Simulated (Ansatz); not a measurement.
# Chalcopyrite ZnGeP₂

Level of theory: LDA+SOC (plane waves, PAW; Ansatz, an electronic-structure program).

Numerical settings: plane-wave cutoff 520 eV, 10×10×10 k mesh, Fermi–Dirac smearing 0.01 eV, PAW data made under PBE.

Cell: measured lattice: a = b = 5.460 Å, c = 10.710 Å, α = β = γ = 90.00°.

For chalcopyrite ZnGeP₂, the band gap is 1.03 eV (indirect) and the smallest direct gap on the k points sampled is 1.16 eV.

Measured, for comparison: band gap 2.05 eV (temperature not stated, no zero-point or thermal correction, pseudodirect, our sources range from 1.80 to 2.20; as tabulated in Rashkeev et al. (1999), arXiv:cond-mat/9809378). Computed (rounded) less measured: band gap not scored (sources differ).

Note: cell and atoms aren't relaxed at this level (pressure -3.2 GPa).

Computed values are for the static lattice.

Computing time: around 25 core-minutes (rough).
